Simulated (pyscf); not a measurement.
Elementary routes open to O=Nb(OH)(OH)–OH (SMILES [O]=[Nb]([OH])([OH])[OH]) + H₂ (SMILES [H][H]) in the gas phase (singlet surface):
A. O=NbH(OH)–OH (SMILES [O]=[NbH]([OH])[OH]) + H₂O (SMILES O) (Nb–O, H–H broken; H–Nb, H–O formed)
B. HO–NbH(OH)(OH)–OH (SMILES [OH][NbH]([OH])([OH])[OH]) (H–H broken; H–O, H–Nb formed)

Optimised with ωB97X-D3(BJ)/def2-SVP in PySCF.

Rank the routes by free-energy barrier at 298 K, lowest first, for ωB97M-D3(BJ)/def2-TZVP energies (ideal gas, 1 atm, RRHO with modes under 100 cm⁻¹ raised to 100, one conformer, R ln 2 for chiral ones without a mode under 150 cm⁻¹).

A (1.82 eV), B (1.96 eV)

Route A is the fastest of these, ahead of the next by 0.13 eV. The most stable products are those of B (ΔG = +1.09 eV), whose barrier is 0.13 eV higher: the kinetic and the thermodynamic product differ. At 1200 K A is still the fastest. A: On the product side the descent ends in an adduct with a Nb–O contact, 0.55 eV under the separated species and 0.66 eV under the saddle at ωB97X-D3(BJ)/def2-TZVP. Only these routes are compared; each barrier is that of the saddle found, and lower ones may exist. Elements past Kr carry the def2 core potentials, without spin-orbit coupling.
